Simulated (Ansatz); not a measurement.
## Nudged elastic band run: ClH5OSi

Input:

```yaml
crystal:
  periodic: [false, false, false]
  atoms:
    - { symbol: Si, position_ang: [0.360141, 0.040576, -0.06094] }
    - { symbol: Cl, position_ang: [0.309289, -0.140777, 2.03053] }
    - { symbol: H, position_ang: [1.803486, 0.04685, -0.427676] }
    - { symbol: H, position_ang: [-0.264369, 1.319975, -0.468305] }
    - { symbol: H, position_ang: [-0.287259, -1.144055, -0.675021] }
    - { symbol: O, position_ang: [-2.603072, 0.030072, 0.745739] }
    - { symbol: H, position_ang: [-2.816344, -0.913741, 0.722542] }
    - { symbol: H, position_ang: [-2.158873, 0.1314, 1.600831] }
basis:
  gaussian: { orbitals: def2-SVP }
hamiltonian:
  xc: b3lyp
  dispersion: d4
neb:
  order_check: false
  images: 5
  f_tol: 0.05
  max_iterations: 60
  final_atoms:
    - { symbol: Si, position_ang: [-0.29269369, -0.09779359, -0.50508278] }
    - { symbol: Cl, position_ang: [-0.71149958, 0.83899922, 3.19378368] }
    - { symbol: H, position_ang: [0.89416372, -0.89513096, -0.08544415] }
    - { symbol: H, position_ang: [-0.02817711, 1.35453341, -0.3794002] }
    - { symbol: H, position_ang: [-0.6331045, -0.4501864, -1.91442392] }
    - { symbol: O, position_ang: [-1.61927236, -0.40147444, 0.4990813] }
    - { symbol: H, position_ang: [-1.96708283, -1.30239235, 0.51662146] }
    - { symbol: H, position_ang: [-1.29933465, 0.3237451, 2.14256461] }
  initial_path:
    images:
      - { positions_ang: [[0.360141, 0.040576, -0.06094], [0.309289, -0.140777, 2.03053], [1.803486, 0.04685, -0.427676], [-0.264369, 1.319975, -0.468305], [-0.287259, -1.144055, -0.675021], [-2.603072, 0.030072, 0.745739], [-2.816344, -0.913741, 0.722542], [-2.158873, 0.1314, 1.600831]] }
      - { positions_ang: [[0.24198781, 0.02880707, -0.03715337], [0.19599863, -0.09251055, 2.18373814], [1.66546013, 0.03635087, -0.43698118], [-0.40402598, 1.2773062, -0.4739739], [-0.41360472, -1.15962675, -0.61210085], [-2.36278079, 0.01722384, 0.69954984], [-2.68235208, -0.82308217, 0.49093117], [-1.897684, 0.0858315, 1.65369014]] }
      - { positions_ang: [[0.12383461, 0.01703814, -0.01336675], [0.08270827, -0.04424411, 2.33694628], [1.52743427, 0.02585174, -0.44628636], [-0.54368297, 1.2346374, -0.47964279], [-0.53995044, -1.1751985, -0.54918069], [-2.12248958, 0.00437568, 0.65336069], [-2.54836016, -0.73242334, 0.25932034], [-1.63649501, 0.04026299, 1.70654929]] }
      - { positions_ang: [[0.00568142, 0.00526921, 0.01041988], [-0.0305821, 0.00402234, 2.49015442], [1.3894084, 0.01535262, -0.45559154], [-0.68333995, 1.1919686, -0.48531169], [-0.66629616, -1.19077025, -0.48626054], [-1.88219837, -0.00847248, 0.60717153], [-2.41436823, -0.64176452, 0.02770951], [-1.37530601, -0.00530551, 1.75940843]] }
      - { positions_ang: [[-0.09377695, -0.02908506, -0.16141434], [-0.25755459, 0.28234796, 2.7246975], [1.22432684, -0.28814191, -0.33220908], [-0.46495234, 1.24615687, -0.45000786], [-0.65523227, -0.94390897, -0.962315], [-1.79455637, -0.13947314, 0.57114146], [-2.2652731, -0.86197379, 0.19068016], [-1.34998222, 0.10437803, 1.88712716]] }
      - { positions_ang: [[-0.19323532, -0.06343933, -0.33324856], [-0.48452709, 0.56067359, 2.95924059], [1.05924528, -0.59163644, -0.20882661], [-0.24656472, 1.30034514, -0.41470403], [-0.64416839, -0.69704768, -1.43836946], [-1.70691436, -0.27047379, 0.53511138], [-2.11617797, -1.08218307, 0.35365081], [-1.32465844, 0.21406156, 2.01484588]] }
      - { positions_ang: [[-0.29269369, -0.09779359, -0.50508278], [-0.71149958, 0.83899922, 3.19378368], [0.89416372, -0.89513096, -0.08544415], [-0.02817711, 1.35453341, -0.3794002], [-0.6331045, -0.4501864, -1.91442392], [-1.61927236, -0.40147444, 0.4990813], [-1.96708283, -1.30239235, 0.51662146], [-1.29933465, 0.3237451, 2.14256461]] }
```

Command:

```bash
$ ansatz run input.yaml --threads 1 --pin off --max-ram 2048MiB --backend cpu --events-out ev --progress --plain --runs-dir out
```

Output, in part (warnings, iteration lines, the closing report on the highest movable image, with atoms numbered from 0):

```
NEB end point (image 0): max|allowed force component| = 2.838e-2 eV/Å (the criterion of neb.relax_end_points is 1.000e-2)
NEB end point (image 6): max|allowed force component| = 1.242e-2 eV/Å (the criterion of neb.relax_end_points is 1.000e-2)
NEB iter   1: max|band force component| = 3.744e0 eV/Å  barrier→ = 2.9000 eV  barrier← = 2.9026 eV  Δτ_max = 0.2000 Å  (164 SCF iters)
NEB iter   2: max|band force component| = 2.049e0 eV/Å  barrier→ = 1.6800 eV  barrier← = 1.6826 eV  Δτ_max = 0.1945 Å  (133 SCF iters)
NEB iter   3: max|band force component| = 2.538e0 eV/Å  barrier→ = 1.4125 eV  barrier← = 1.4151 eV  Δτ_max = 0.1015 Å  (132 SCF iters)
NEB iter   4: max|band force component| = 6.855e-1 eV/Å  barrier→ = 1.2997 eV  barrier← = 1.3023 eV  Δτ_max = 0.2000 Å  (122 SCF iters)
NEB iter   5: max|band force component| = 1.128e0 eV/Å  barrier→ = 1.1622 eV  barrier← = 1.1648 eV  Δτ_max = 0.0988 Å  (125 SCF iters)
NEB iter   6: max|band force component| = 8.916e-1 eV/Å  barrier→ = 1.0252 eV  barrier← = 1.0279 eV  Δτ_max = 0.1000 Å  (118 SCF iters)
NEB iter   7: max|band force component| = 9.255e-1 eV/Å  barrier→ = 0.8777 eV  barrier← = 0.8804 eV  Δτ_max = 0.0501 Å  (117 SCF iters)
NEB iter   8: max|band force component| = 7.622e-1 eV/Å  barrier→ = 0.8555 eV  barrier← = 0.8581 eV  Δτ_max = 0.0501 Å  (110 SCF iters)
NEB iter   9: max|band force component| = 7.290e-1 eV/Å  barrier→ = 0.8209 eV  barrier← = 0.8235 eV  CI = image 3  Δτ_max = 0.1009 Å  (113 SCF iters)
NEB iter  10: max|band force component| = 5.484e-1 eV/Å  barrier→ = 0.9831 eV  barrier← = 0.9857 eV  CI = image 3  Δτ_max = 0.1984 Å  (116 SCF iters)
NEB iter  11: max|band force component| = 2.896e0 eV/Å  barrier→ = 1.1583 eV  barrier← = 1.1610 eV  CI = image 3  Δτ_max = 0.0940 Å  (123 SCF iters)
NEB iter  12: max|band force component| = 6.742e-1 eV/Å  barrier→ = 1.0430 eV  barrier← = 1.0457 eV  CI = image 3  Δτ_max = 0.0480 Å  (115 SCF iters)
NEB iter  13: max|band force component| = 3.218e-1 eV/Å  barrier→ = 1.0154 eV  barrier← = 1.0181 eV  CI = image 3  Δτ_max = 0.1003 Å  (114 SCF iters)
NEB iter  14: max|band force component| = 2.423e-1 eV/Å  barrier→ = 0.9752 eV  barrier← = 0.9778 eV  CI = image 3  Δτ_max = 0.0995 Å  (112 SCF iters)
NEB iter  15: max|band force component| = 1.531e-1 eV/Å  barrier→ = 0.9473 eV  barrier← = 0.9499 eV  CI = image 3  Δτ_max = 0.0990 Å  (116 SCF iters)
NEB iter  16: max|band force component| = 1.745e-1 eV/Å  barrier→ = 0.9308 eV  barrier← = 0.9334 eV  CI = image 3  Δτ_max = 0.0503 Å  (115 SCF iters)
NEB iter  17: max|band force component| = 9.100e-2 eV/Å  barrier→ = 0.9240 eV  barrier← = 0.9267 eV  CI = image 3  Δτ_max = 0.0500 Å  (114 SCF iters)
NEB iter  18: max|band force component| = 2.391e-1 eV/Å  barrier→ = 0.9198 eV  barrier← = 0.9225 eV  CI = image 3  Δτ_max = 0.0251 Å  (118 SCF iters)
NEB iter  19: max|band force component| = 1.276e-1 eV/Å  barrier→ = 0.9179 eV  barrier← = 0.9206 eV  CI = image 3  Δτ_max = 0.0500 Å  (113 SCF iters)
NEB iter  20: max|band force component| = 1.489e-1 eV/Å  barrier→ = 0.9164 eV  barrier← = 0.9191 eV  CI = image 3  Δτ_max = 0.0498 Å  (116 SCF iters)
NEB iter  21: max|band force component| = 6.651e-2 eV/Å  barrier→ = 0.9156 eV  barrier← = 0.9182 eV  CI = image 3  Δτ_max = 0.0401 Å  (114 SCF iters)
NEB iter  22: max|band force component| = 6.214e-2 eV/Å  barrier→ = 0.9151 eV  barrier← = 0.9178 eV  CI = image 3  Δτ_max = 0.0057 Å  (109 SCF iters)
NEB iter  23: max|band force component| = 3.231e-2 eV/Å  barrier→ = 0.9149 eV  barrier← = 0.9176 eV  CI = image 3  Δτ_max = 0.0000 Å  (222 SCF iters)
Total energy: -22522.05047772 eV, -827.6700890620 hartree
Atom 0 at    -0.195992     0.099298    -0.112951 Å, force     0.030045     0.007864     0.000383 eV/Å
Atom 1 at     0.002558     0.805318     2.246724 Å, force    -0.001074     0.000129    -0.004545 eV/Å
Atom 2 at     1.020414    -0.717464     0.117477 Å, force     0.001936     0.002735    -0.004663 eV/Å
Atom 3 at    -0.072869     1.514771    -0.525381 Å, force    -0.004244    -0.002959     0.002127 eV/Å
Atom 4 at    -0.785100    -0.567730    -1.337872 Å, force    -0.002087    -0.001950     0.000783 eV/Å
Atom 5 at    -1.829431    -0.365494     0.755380 Å, force    -0.017822    -0.025294     0.036633 eV/Å
Atom 6 at    -2.215322    -1.244979     0.603787 Å, force    -0.009302     0.008331    -0.013887 eV/Å
Atom 7 at    -1.581259    -0.153420     1.720535 Å, force     0.002548     0.011145    -0.016831 eV/Å
Dipole moment:    -0.583630    -0.601944    -0.291951 e Å
```

The forces met the threshold. A vibrational analysis at the climbing image gives one clearly imaginary mode, 171i cm⁻¹: a first-order saddle point. The orbitals stay closed-shell, which can raise the energy where a bond breaks towards radicals; this wasn't checked here.

Final band (atoms are numbered from 1 in the order of the input):

```json
{"image": "0", "path coordinate (Å)": "0.00", "energy (eV)": "0.00", "Si1–Cl2 (Å)": "2.10", "O6–H8 (Å)": "0.97", "Si1–O6 (Å)": "3.07"}
{"image": "1", "path coordinate (Å)": "0.94", "energy (eV)": "0.09", "Si1–Cl2 (Å)": "2.10", "O6–H8 (Å)": "0.97", "Si1–O6 (Å)": "3.15"}
{"image": "2", "path coordinate (Å)": "1.88", "energy (eV)": "0.64", "Si1–Cl2 (Å)": "2.17", "O6–H8 (Å)": "0.97", "Si1–O6 (Å)": "2.58"}
{"image": "3", "path coordinate (Å)": "2.81", "energy (eV)": "0.91", "Si1–Cl2 (Å)": "2.47", "O6–H8 (Å)": "1.02", "Si1–O6 (Å)": "1.91"}
{"image": "4", "path coordinate (Å)": "3.45", "energy (eV)": "0.50", "Si1–Cl2 (Å)": "2.86", "O6–H8 (Å)": "1.40", "Si1–O6 (Å)": "1.76"}
{"image": "5", "path coordinate (Å)": "4.08", "energy (eV)": "0.03", "Si1–Cl2 (Å)": "3.45", "O6–H8 (Å)": "1.76", "Si1–O6 (Å)": "1.70"}
{"image": "6", "path coordinate (Å)": "4.71", "energy (eV)": "0.00", "Si1–Cl2 (Å)": "3.84", "O6–H8 (Å)": "1.82", "Si1–O6 (Å)": "1.69"}
```

The run took 4.3 min on 1 thread of Arm Neoverse V1, on a shared host, peak memory 0.17 GiB.
